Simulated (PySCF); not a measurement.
Electric field gradients and quadrupole coupling constants

Glyoxal, C2H2O2.
Geometry (PBE0-D3(BJ)/def2-TZVP, Å), atoms numbered from 1 in this order:
```xyz
6
C2H2O2 angstrom
O      1.2339   -0.1814    1.1835
C      0.7564   -0.0287    0.0962
C     -0.7477    0.0198   -0.1102
O     -1.2248    0.1702   -1.1983
H      1.3555    0.0853   -0.8290
H     -1.3490   -0.0953    0.8132
```

Field gradients from the PBE0/pcSseg-2 density (PySCF, non-relativistic), principal values in atomic units, ordered |Vxx| ≤ |Vyy| ≤ |Vzz|:

```
atom     Vxx     Vyy      Vzz
  O1  0.2700  1.8579  -2.1279
  O4  0.2706  1.8587  -2.1293
```

**Question.** Find the asymmetry η = (Vxx − Vyy)/Vzz and the couplings χ = eQV/h (234.96 MHz × Q in barn × V in au), with Q(17O) = −0.0256 b.

**Answer.** 
| atom | environment | nucleus | η | χzz (MHz) | χxx (MHz) | χyy (MHz) |
| --- | --- | --- | --- | --- | --- | --- |
| O1 | aldehyde oxygen | 17O | 0.75 | 12.80 | -1.62 | -11.18 |
| O4 | aldehyde oxygen | 17O | 0.75 | 12.81 | -1.63 | -11.18 |

**Question.** What is Vzz at O4 in SI units (1 au = 9.71736 × 10²¹ V/m²)?

**Answer.** -2.1293 au = -20.691 × 10²¹ V/m².

**Question.** What couplings would deuterons (Q(2H) = 0.00286 b) have in place of the hydrogens, at this geometry?

**Answer.** 
| atom | bonded to | bond length (Å) | Vzz (au) | η | χzz (kHz) |
| --- | --- | --- | --- | --- | --- |
| H5 | C2 | 1.108 | 0.2462 | 0.01 | 165 |
| H6 | C3 | 1.108 | 0.2465 | 0.01 | 166 |

One conformer (not necessarily the lowest) at the PBE0-D3(BJ)/def2-TZVP geometry, without solvent, vibrations or thermal averaging.
